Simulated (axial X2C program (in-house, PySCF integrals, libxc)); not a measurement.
**A two-component session on ClF⁺: EOM-IP-CCSD levels**

Aim: EOM-IP-CCSD levels of ClF⁺, with spin–orbit coupling in the Hamiltonian from the start.

Program: an in-house X2C program for linear molecules on PySCF integrals. Level of theory: two-component X2C with atomic mean-field terms, Cl dyall-av3z, F dyall-av3z. These are calculated values, not measurements.

### Step 1. Input

Input file task.json:

```json
{"zs": [17, 9], "q": 1, "bas": ["dyall-av3z", "dyall-av3z"], "r0": 1.63, "eom": "ip", "rq": 0, "thr": -2.0, "nmax": 95, "grid": [1, 0.96, 1.045, 0.92, 1.09, 1.15]}
```

Keys: zs atomic numbers; q charge; bas basis sets; r0 starting distance in Å; eom kind of EOM run; thr threshold in hartree for freezing inner shells (an s shell follows its p shell); nmax most natural virtual spinors; grid distances as factors.

Started as:

```bash
> python soeom.py task.json out
```

Further steps of the session: EOM-IP-CCSD at 1.631 Å.

Before running it: what results should come out? Wanted: next root; T1 of the reference; lowest state, Re and ωe.

As calculated:

```
               quantity                           value
 lowest root at 1.631 Å              Ω = 3/2, 12.663 eV
              next root  Ω = 1/2, about 620 cm⁻¹ higher
    T1 of the reference                           0.011
lowest state, Re and ωe               1.542 Å, 945 cm⁻¹
```

**Reading.** The first ionisation of ClF costs 12.66 eV and empties a spinor of 73% Cl pπ, 19% F pπ. Errors of 0.1 to 0.3 eV are usual at this size, and roots led by higher excitations are left out, so the list is incomplete, and low states of that kind can be missing. The bond is 0.093 Å shorter than in the closed-shell reference at CCSD (1.635 Å).
